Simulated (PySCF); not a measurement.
Compound: C3H7F.
Numbering: `[CH3:1][CH:2]([CH3:3])[F:4]` (hydrogens: H5, H6, H7 on C1; H8 on C2; H9, H10, H11 on C3)

Computed, not measured: PBE0-D3(BJ)/def2-TZVP geometry optimisation, gas phase (PySCF 2.14.0).

(1) What internal coordinates does the optimisation give?

Results:

(1) 
| bond | length (Å) |
| --- | --- |
| C1–C2, C2–C3 | 1.508 |
| C2–F4 | 1.396 |
| C1–H5 and 5 like bonds | 1.092 |
| C2–H8 | 1.096 |

Bonds in one row agree within 0.01 Å and their mean is given. A selection of angles:
| angle | degrees |
| --- | --- |
| C2–C1–H5 | 110.3 |
| C2–C1–H7 | 110.6 |
| H5–C1–H6 | 108.5 |
| H5–C1–H7 | 108.7 |
| C1–C2–C3 | 113.8 |
| C1–C2–F4 | 108.3 |
| C1–C2–H8 | 110.1 |
| F4–C2–H8 | 105.9 |

Point group: Cs (tolerance 0.08 Å). PBE0-D3(BJ)/def2-TZVP frequencies: not computed here.

The run took 89 s on an Arm Neoverse V1 with one thread, shared host with 64 logical CPUs at a one-minute load of 57, and the process peaked at 0.73 GiB of memory. These figures are those of the optimisation.
